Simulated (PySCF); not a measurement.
Molecule: SMILES CN(C)P(C)C, C$_{4}$H$_{12}$NP.

Numbering as in the mapped SMILES `[CH3:1][N:2]([CH3:3])[P:4]([CH3:5])[CH3:6]`. Hydrogens are named by the atom that carries them.

Geometry PBE0-D3(BJ)/def2-SVP throughout; GIAO in PySCF, gas phase, one conformer, non-relativistic; equivalent atoms averaged; basis pcSseg-1.

**Question.** How do the shifts δ (against TMS, NH3, H3PO4 at the same level) depend on the functional? (ppm; last column core-seconds on 1 thread of an Arm Neoverse V1, shared host)

**Answer.** 
| functional | kind | C1/C3 | C5/C6 | N2 | P4 | H(C1)/H(C3) | H(C5)/H(C6) | core-s |
| --- | --- | --- | --- | --- | --- | --- | --- | --- |
| WP04 | global hybrid | 42.1 | 19.5 | 41.0 | 74.4 | 2.09 | 1.05 | 24 |
| B97-2 | global hybrid | 41.0 | 19.1 | 40.2 | 41.3 | 2.16 | 1.10 | 23 |
| BHandHLYP | global hybrid | 40.2 | 19.0 | 35.0 | 41.4 | 2.08 | 1.06 | 23 |
| CAM-B3LYP | range-separated hybrid | 41.0 | 19.4 | 40.8 | 43.3 | 2.13 | 1.07 | 28 |
| wB97X-D | range-separated hybrid | 41.2 | 18.8 | 34.5 | 37.9 | 2.13 | 1.08 | 30 |
| LC-wPBE | range-separated hybrid | 39.6 | 17.6 | 25.7 | 27.0 | 2.06 | 1.08 | 43 |

**Question.** Which nucleus moves most, in ppm?

**Answer.** P4 (phosphorus bonded to 2 C, N): from 27.0 ppm with LC-wPBE to 74.4 ppm with WP04. The smallest spread is 0.05 ppm, at H(C5)/H(C6). Proton shifts span only some 12 ppm, so a few tenths of a ppm matter as much there as several ppm in carbon.
